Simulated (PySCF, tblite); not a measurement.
**1,3-butanediamine (C₄H₁₂N₂): geometry, infrared bands, NMR shifts, spin-spin couplings and electronic excitations**

Wanted: the infrared bands, NMR shifts, spin-spin couplings and electronic excitations of 1,3-butanediamine (C₄H₁₂N₂) (`C[C@H](N)CCN`), by calculation.

Programs: tblite 0.8.0 and PySCF 2.14.0, with density-fitted response routines of our own. Each step states its level of theory. These are calculated values for one molecule in the gas phase, unless marked as measured. Atoms count from 0, in the outputs and in this text.

### Step 1. The molecule as given

18 atoms, charge 0, multiplicity 1; geometry from: GFN2-xTB.

Bonds of the start (Å): C0–C1 1.53, C1–N2 1.46, C1–C3 1.53, C3–C4 1.53, C4–N5 1.46, C0–H6 1.09, C0–H7 1.09, C0–H8 1.09, C1–H9 1.10, N2–H10 1.02, N2–H11 1.01, C3–H12 1.09, C3–H13 1.09, C4–H14 1.09, C4–H15 1.10, N5–H16 1.01, N5–H17 1.02.

### Step 2. Vibrational analysis with GFN2-xTB

What the job is given:

```
{"job": {"kind": "ir", "xc": "GFN2-xTB", "basis": "xTB"}, "charge": 0, "multiplicity": 1}
C     -1.691818     0.750288     0.258550
C     -0.935549    -0.257258    -0.615571
N     -1.618282    -1.540430    -0.723820
C      0.477382    -0.523968    -0.089037
C      1.431623     0.654653    -0.259062
N      2.747222     0.292961     0.246889
H     -1.194434     1.715727     0.256880
H     -1.748320     0.389347     1.284335
H     -2.705426     0.888258    -0.116108
H     -0.863946     0.143035    -1.635230
H     -1.698106    -1.963469     0.195815
H     -2.558609    -1.411362    -1.082615
H      0.434653    -0.790030     0.968380
H      0.875270    -1.383999    -0.631940
H      1.086651     1.508110     0.330513
H      1.441737     0.958956    -1.320486
H      3.393137     1.067807     0.140469
H      3.118056    -0.492307    -0.278660
```

**Question.** This job is followed by: PBE0-D3(BJ)/def2-SVP geometry optimisation, gas phase; GIAO PBE0/pcSseg-1 NMR shielding, non-relativistic, gas phase; B3LYP/pcJ-1 indirect spin-spin coupling, non-relativistic, gas phase; TDDFT B3LYP/def2-SVPD, vertical, gas phase, core orbitals frozen in the response; GIAO CAM-B3LYP/pcSseg-1 NMR shielding, non-relativistic, gas phase. What will the session give for the following? strongest single infrared mode (GFN2-xTB); zero-point energy (GFN2-xTB); point group; rotational constants (main isotopes); 13C shifts against TMS (PBE0/pcSseg-1); 1H shifts against TMS (PBE0/pcSseg-1, means over atoms taken as alike); 15N shifts against NH3 (PBE0/pcSseg-1); largest coupling of the table (B3LYP/pcJ-1); lowest singlet (B3LYP/def2-SVPD); brightest single state of those computed; lowest triplet; vertical ionisation energy (ΔSCF); range of the shift of N2.

The runs gave:

| quantity | value |
| --- | --- |
| strongest single infrared mode (GFN2-xTB) | 948 cm⁻¹, 132 km/mol |
| zero-point energy (GFN2-xTB) | 102.6 kcal/mol |
| point group | C1 |
| rotational constants (main isotopes) | 6.98, 1.75, 1.50 GHz |
| 13C shifts against TMS (PBE0/pcSseg-1) | 47.4, 45.1, 44.1, 28.4 ppm |
| 1H shifts against TMS (PBE0/pcSseg-1, means over atoms taken as alike) | 2.72, 2.47, 2.34, 1.61, 1.11, 0.92, 0.26, 0.22 ppm |
| 15N shifts against NH3 (PBE0/pcSseg-1) | 62.1, 37.4 ppm |
| largest coupling of the table (B3LYP/pcJ-1) | 1J(C,H) C4–H14, 136.7 Hz |
| lowest singlet (B3LYP/def2-SVPD) | 6.08 eV (204 nm), f = 0.007 |
| brightest single state of those computed | state 2, 6.14 eV, f = 0.038 |
| lowest triplet | 5.82 eV |
| vertical ionisation energy (ΔSCF) | 9.28 eV |
| range of the shift of N2 | 62.1 to 64.0 ppm |

In words: All 48 modes are real, so the xTB geometry is a minimum. The strongest single mode, at 948 cm⁻¹, is carried by H10, H11, N2. GFN2-xTB is a fitted tight-binding method: band positions and strengths are rough. Its intensities can rank the bands wrongly. Relaxing lowered the energy by 0.041 eV in 3 steps; the close pair that moved most is C0–H6, from 1.086 to 1.101 Å. C1 (sp3 CH bonded to N) lies farthest downfield among carbon, at 47.4 ppm; deshielded by the electronegative neighbour. At PBE0/pcSseg-1: Shielding is most anisotropic at N2 (span 72 ppm, paramagnetic term -111 ppm). In the run at B3LYP/pcJ-1, the largest coupling of the table is C4–H14, 136.7 Hz, of which the Fermi-contact term gives 135.3 Hz. Couplings across rotatable bonds belong to this one conformer; where others are populated, the observed values are averages. The first singlet state (HOMO→LUMO 0.50, HOMO→LUMO+1 0.40) lies at 6.08 eV and is weak; of the 10 states computed, the strongest absorption comes from state 2 at 6.14 eV. The lowest triplet lies 0.26 eV below the lowest singlet (triplets in Tamm-Dancoff, singlets in full TDDFT). The orbital energy would give 6.67 eV for ionisation, ΔSCF gives 9.28 eV. In this run the hole sits in HOMO−1, not in the HOMO; unless the two are degenerate, this need not be the first ionisation. Across the 2 runs the shift of N2 moves most, between 62.1 (PBE0/pcSseg-1) and 64.0 ppm (CAM-B3LYP/pcSseg-1). Most of that comes from the computed reference, not from the atom's own shielding.
